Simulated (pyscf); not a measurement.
Thermochemistry of product channels of `[SiH3][NH][SiH3]` on the singlet surface, in kcal/mol, from ωB97M-D3(BJ)/def2-TZVP energies (ideal gas, 1 atm, RRHO with modes under 100 cm⁻¹ raised to 100, one conformer, R ln 2 for chiral ones without a mode under 150 cm⁻¹). Structures and frequencies: ωB97X-D3(BJ)/def2-SVP in PySCF.

```csv
products,ΔE,ΔH(298 K),ΔG(298 K),ΔG(600 K)
`[SiH2]=[N][SiH3]` + `[H][H]`,+51.9,+47.1,+38.4,+29.3
`[NH]1[SiH2][SiH2]1` + `[H][H]`,+48.2,+44.8,+38.3,+31.3
```

These are energies of the channels, which say nothing of barriers. H₂Si=N–SiH₃ lies 10.1 kcal/mol over its isomer :HSi–NH–SiH₃ [singlet] (electronic energy, ωB97M-D3(BJ)/def2-TZVP). cyclic H₅NSi₂ (SMILES N1[SiH2][SiH2]1) lies 6.3 kcal/mol over its isomer :HSi–NH–SiH₃ [singlet] (electronic energy, ωB97M-D3(BJ)/def2-TZVP).
